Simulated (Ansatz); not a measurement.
## Reading a saddle point

A first-order saddle point of CH5OS, doublet, PBE0-D4/def2-TZVP, with one imaginary mode of 586i cm⁻¹:

```
8
angstrom
H -0.1015 -0.2086 0.7863
C -0.6191 0.1788 -0.6059
O 0.4477 0.4512 -1.3936
S 0.5236 -0.5427 2.0836
H -1.1301 -0.7276 -0.9129
H -1.2446 1.0177 -0.2999
H 0.8312 1.2974 -1.1435
H 1.2926 -1.4661 1.4858
```

Ansatz 0.2.0; basis: def2-TZVPP and def2-QZVPP; cores frozen in the correlated methods; orbitals are unrestricted. Extrapolation: Hartree–Fock as exp(−7.88 √X), correlation as X^−2.97.

(1) Which contacts change along the imaginary mode, and what lies on either side? (A judgement: the text doesn't fix the answer.)

(2) Which side is lower, and how far does the saddle lie above each? (To be estimated.)

T1 diagnostic: at most 0.017. ⟨S²⟩ of the unrestricted Hartree–Fock references: 0.76 to 0.79 (a pure state has 0.75).

## Answers

(1) By the calculation: The step is CH₄O ([CH3][OH]) + HS → CH₃O ([CH2][OH]) + H₂S, with the molecules in contact on both sides. Shortening one way: H1–S4; lengthening the same way: H1–C2.
```
 pair  one side (Å)  saddle (Å)  other side (Å)
H1–S4          4.34        1.48            1.34
H1–C2          1.10        1.53            3.55
```

(2) By the calculation: The side with H1–C2 short is lower by 7.05 kcal/mol; the saddle lies 14.11 kcal/mol above it and 7.06 kcal/mol above the other (CCSD(T) at an estimated basis limit (MP2 extrapolated from triple and quadruple zeta, plus CCSD(T) − MP2 in triple zeta); electronic energies).

Labels in which every atom is bracketed show which atoms are joined, not bond orders.

For scale, one of the runs: CCSD(T)/def2-TZVPP, 174 basis functions (an equivalent command: `ansatz run in.yaml --threads 4`). The run took 77 s on 4 CPU threads (shared host), with 3.9 GiB of host memory at its peak.
